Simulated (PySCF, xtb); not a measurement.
## Relative energy of two isomers of H4OSi2

Structure I is `[SiH]O[SiH3]`, a singlet and structure II is `O1[SiH2][SiH2]1`, a singlet. Both are isolated molecules in the gas phase, relaxed with PBE0-D3(BJ)/def2-SVP; the shapes shown needn't be the lowest conformers.

I (Å):

| atom | x (Å) | y (Å) | z (Å) |
| --- | --- | --- | --- |
| O | 0.0325 | -0.0192 | 2.2584 |
| Si | 0.4497 | 0.1372 | 3.8646 |
| Si | -0.1001 | 0.8241 | 0.8190 |
| H | 0.8141 | 1.6510 | 3.8352 |
| H | -1.5123 | 0.7480 | 0.3487 |
| H | 0.7970 | 0.1924 | -0.1897 |
| H | 0.2922 | 2.2506 | 1.0291 |

II (Å):

```xyz
7

O    -0.1200   -0.5231   -1.1110
Si   -0.0554   -0.9285    0.5585
Si    0.6778    0.8693   -0.4946
H     2.0732    1.0441   -0.9865
H     0.7824   -2.1212    0.8672
H    -1.3884   -1.0312    1.2159
H    -0.0978    2.1334   -0.6375
```

Quicker runs give these differences E(II) − E(I): GFN2-xTB +0.969 eV; HF/STO-3G +1.023 eV (at GFN2-xTB geometries); r2SCAN-D4/def2-SVP −0.028 eV (at GFN2-xTB geometries).

Question: Estimate E(II) − E(I) at the level CCSD(T)/def2-SVP + ΔMP2/def2-TZVPP.

Answer: Calculated at CCSD(T)/def2-SVP + ΔMP2/def2-TZVPP: E(II) − E(I) = +0.271 eV, so structure I lies lower.

Level by level:

| level | geometry | E(II) − E(I) (eV) | departure from the last row (eV) | job, with rough time for the two |
| --- | --- | --- | --- | --- |
| GFN2-xTB | GFN2-xTB | +0.969 | +0.699 | optimisation, 0.16 s |
| HF/STO-3G | GFN2-xTB | +1.023 | +0.753 | single point, 1.2 s |
| r2SCAN-D4/def2-SVP | GFN2-xTB | −0.028 | −0.298 | single point, 9.9 s |
| PBE0-D3(BJ)/def2-SVP | PBE0-D3(BJ)/def2-SVP | +0.095 | −0.176 | optimisation, 58 s |
| HF/def2-SVP | PBE0-D3(BJ)/def2-SVP | +0.690 | +0.419 | part of the CCSD(T) run |
| MP2/def2-SVP | PBE0-D3(BJ)/def2-SVP | +0.277 | +0.006 | part of the CCSD(T) run |
| CCSD(T)/def2-SVP | PBE0-D3(BJ)/def2-SVP | +0.401 | +0.130 | single point |
| CCSD(T)/def2-SVP + ΔMP2/def2-TZVPP | PBE0-D3(BJ)/def2-SVP | +0.271 |  | single point, 20 s |

As drawn, II has 1 Si–Si more. Structure I has no ring, II a 3-membered ring.

r2SCAN-D4/def2-SVP puts the two in the other order. The largest departure from CCSD(T)/def2-SVP + ΔMP2/def2-TZVPP is that of HF/STO-3G, 0.753 eV. The last row adds to CCSD(T) the change of the MP2 difference between the two basis sets, here −0.130 eV, a large step that makes the value less sure.

With thermal terms from frequencies at re-optimised GFN2-xTB minima (ideal gas, soft modes damped towards free rotors, one conformer each, 298.15 K, 1 atm): the zero-point term adds +0.031 eV; ΔH is +0.281 and ΔG +0.366 eV.

The correlated steps freeze 11 core orbitals. Run with PySCF 2.14.0, xtb 6.7.1; the last row on 2 threads of Arm Neoverse V2 on a shared host.
